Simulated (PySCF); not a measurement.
# Static response to an electric field

Compound: pyruvamide, C3H5NO2.
Structure used (PBE0-D3(BJ)/def2-SVP), in Å, numbered top down from 1:
```
atom  x, y, z in Å
C1    -1.6861   -0.4823    0.1012
C2    -0.2516   -0.2622    0.4514
O3     0.2494   -0.5366    1.5164
C4     0.6133    0.3654   -0.6629
N5     1.8921    0.5264   -0.2789
O6     0.1406    0.6594   -1.7416
H7    -2.2167   -0.9302    0.9492
H8    -1.7546   -1.1258   -0.7891
H9    -2.1463    0.4747   -0.1885
H10    2.1568    0.2406    0.6560
H11    2.5648    0.9296   -0.9156
```

Level: wB97X-D/def2-SVPD (PySCF), static field, nuclei fixed, core orbitals frozen in the response. The polarisability tensor in these axes (au):

```
x   58.76  3.80  4.40
y    3.80 39.25 -5.70
z    4.40 -5.70 54.20
```

Question: Give the principal values, the mean and the anisotropy Δα = √{½[(α1 − α2)² + (α2 − α3)² + (α1 − α3)²]}.

Answer: Principal values 36.20, 54.57 and 61.43 au; mean 50.73 au = 7.52 Å³ = 8.37 × 10⁻⁴⁰ C²·m²/J; Δα = 22.60 au (45 % of the mean).

Question: What is the dipole moment, and where does it point?

Answer: (0.95, -0.01, 0.60) D, 1.12 D in size, pointing from the negative to the positive side. Measured along this direction, the outermost atoms are H9 and H8 at the negative end and H10 at the positive end.

Question: Orientational against electronic polarisability at 250 K (dilute gas, rigid molecules)?

Answer: In Gaussian units μ²/3kT = 12.13 Å³ against 7.52 Å³, a ratio of 1.61; the Debye molar polarisation (4π/3)N_A(α + μ²/3kT) is 49.6 cm³/mol, leaving out the vibrational part.

Question: Form Σ f/ω² (atomic units) for the 10 lowest TDDFT singlets, given as eV and f, and set it beside the mean polarisability, which is this sum over all singlets: 3.48, 0.0001; 5.37, 0.0001; 5.76, 0.0513; 7.35, 0.0010; 7.57, 0.0000; 7.97, 0.0001; 7.99, 0.0110; 8.06, 0.1436; 8.34, 0.0963; 8.54, 0.0399.

Answer: They add up to 4.36 au, 8.6 % of the 50.73 au; the largest single term is 1.64 au, from the state at 8.06 eV. Terms in order: 0.00, 0.00, 1.14, 0.01, 0.00, 0.00, 0.13, 1.64, 1.03, 0.41 au. Higher excitations give the rest. The strengths listed sum to 0.343.

Question: Molar refractivity from α?

Answer: Lorentz–Lorenz: R = (4π/3)N_A α = 2.5225 cm³/(mol·Å³) × 7.52 Å³ = 19.0 cm³/mol, in the limit of long wavelengths.

The structure is a single PBE0-D3(BJ)/def2-SVP conformer in the gas phase; no vibrational or solvent corrections.
